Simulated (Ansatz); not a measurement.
[BMeH3]- (CH₆B⁻). The state is a triplet with charge -1. Geometry PBE-D4/def2-TZVPD, that of the charge -1 singlet.

Cartesian coordinates in Å:
```
B -0.046 0.038 0.818
C 0.046 -0.038 -0.828
H 0.145 -1.077 -1.204
H 0.915 0.520 -1.234
H -0.851 0.385 -1.326
H -0.155 1.222 1.200
H 0.980 -0.449 1.340
H -1.036 -0.600 1.234
```

At PBE-D4/def2-TZVPD, r2SCAN-D4/def2-TZVPD, PBE0-D4/def2-TZVPD the highest occupied level of the charge -1 triplet lies above zero (up to 2.10 eV). By energy differences it is unbound by 0.96 eV (vertical, against the charge 0 doublet, at r2SCAN-D4/def2-TZVPD) and held by the finite basis. At PBE-D4/def2-TZVPD the gap within one spin of the charge -1 triplet nearly closes, so an electron or hole may be smeared out by delocalisation error. At PBE0-D4/def2-TZVPD a singlet of charge -1 lies 4.95 eV below the triplet at the same geometry.

Problem. Estimate the α-spin orbital energies around the gap (eV) in Ansatz with PBE-D4/def2-TZVPD, r2SCAN-D4/def2-TZVPD, PBE0-D4/def2-TZVPD.

Solution. 
```tsv
orbital	PBE-D4/def2-TZVPD	r2SCAN-D4/def2-TZVPD	PBE0-D4/def2-TZVPD
HOMO−5	-6.46	-6.90	-8.06
HOMO−4	-6.17	-6.50	-7.61
HOMO−3	-4.57	-5.08	-6.28
HOMO−2	-4.04	-4.32	-5.30
HOMO−1	-3.86	-4.18	-5.22
HOMO	2.04	2.10	1.77
LUMO	2.92	3.12	3.39
LUMO+1	4.16	4.30	4.63
LUMO+2	4.28	4.45	4.81
LUMO+3	4.54	4.71	5.08
LUMO+4	4.56	4.73	5.09
LUMO+5	5.13	5.39	5.66
β HOMO	-3.39	-3.64	-4.61
β LUMO	-3.33	-3.20	-2.50
```
